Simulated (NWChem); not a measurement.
propyne (C$_{3}$H$_{4}$); SMILES C#CC

Computed with NWChem. The level has its own optimisation; frequencies are unscaled. Brackets give each atom's bonded neighbours.

### Question
What does the run give for PBE/def2-SVP? Quantities: r C–C [C(CC)–C(CHHH)] (Å); r C–H [C(CHHH)–H(C)] (Å); r C–C [C(CC)–C(CH)] (Å); r C–H [C(CH)–H(C)] (Å); highest harmonic frequency (cm⁻¹); lowest (cm⁻¹); zero-point energy (kcal/mol); dipole (D).

### Answer
```
Property                           Value
---------------------------------  -----
r C–C [C(CC)–C(CHHH)] (Å)          1.457
r C–H [C(CHHH)–H(C)] (Å)           1.110
r C–C [C(CC)–C(CH)] (Å)            1.222
r C–H [C(CH)–H(C)] (Å)             1.081
highest harmonic frequency (cm⁻¹)   3410
lowest (cm⁻¹)                        339
zero-point energy (kcal/mol)        33.8
dipole (D)                          0.82
```
